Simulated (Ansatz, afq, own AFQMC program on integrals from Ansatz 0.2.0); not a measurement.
NH3, singlet → NH₃⁺, doublet

```yaml
atoms:
  - { symbol: N, position_ang: [0.0003, -0.0001, -0.0667] }
  - { symbol: H, position_ang: [0.9385, 0.0130, 0.3137] }
  - { symbol: H, position_ang: [-0.4826, 0.8082, 0.3055] }
  - { symbol: H, position_ang: [-0.4607, -0.8202, 0.3074] }
```

E(doublet, charge +1) − E(singlet, charge +0) at this geometry, on RHF and UHF determinants.

Basis 6-31G. Only valence electrons are correlated. Integrals, coupled cluster, full CI and functionals: Ansatz 0.2.0; the random walks run on the same integrals in our own AFQMC program. The CISD trial takes its coefficients from CCSD amplitudes. Released means that phaseless walkers are propagated on without the constraint, phases kept. Free projection: walkers drawn from exp(T), propagated without any constraint. Its projection time is finite, and what remains of the start isn't in its error. Error bars are statistical, one sigma. The errors of all members are added in quadrature.

Full CI is exact in this basis; where marked, its frozen core comes from its own orbitals, which moves totals by up to a few meV.

Errors are counted within 6-31G, not against nature.

Cautions: NH₃ (singlet): full CI with its own frozen core; NH₃⁺ (doublet): full CI with its own frozen core.

| level | vertical ionization energy (eV) |
| --- | --- |
| MP2 | 9.902 |
| CCSD | 9.806 |

Question: From these cheaper values, estimate the vertical ionization energy at the reference level in 6-31G.

Answer: 9.825 eV (full CI in 6-31G).

```csv
level,vertical ionization energy (eV),error against FCI (eV)
HF,9.124,-0.701
CCSD(T),9.822,-0.003
CCSDT,9.821,-0.004
CCSDT(Q),9.825,0.000
CCSDTQ,9.824,-0.001
ph-AFQMC/HF,9.869 ± 0.036,0.044 ± 0.036
ph-AFQMC/CISD,9.821 ± 0.005,-0.004 ± 0.005
released AFQMC,9.823 ± 0.003,-0.002 ± 0.003
free AFQMC,9.821 ± 0.006,-0.004 ± 0.006
```

Correlation beyond CCSD(T) adds 0.003 eV. The perturbative (T) step is worth +0.016 eV.

CCSDT and higher add their correlation energy to the determinant of the CCSD(T) run, since their own runs factorise the integrals more tightly (a shift of under 2 meV). Free projections are given only where their last times agree within the noise and don't stop above the reference; a slow remainder of the start can still hide under it. A walk keeps the symmetry of its determinant, which the program's search chose and which needn't be the lowest solution, so a lower state of the same spin and another symmetry isn't excluded. Released energies are given only where the last usable release times agree within the noise; a slower fall can still hide under it.
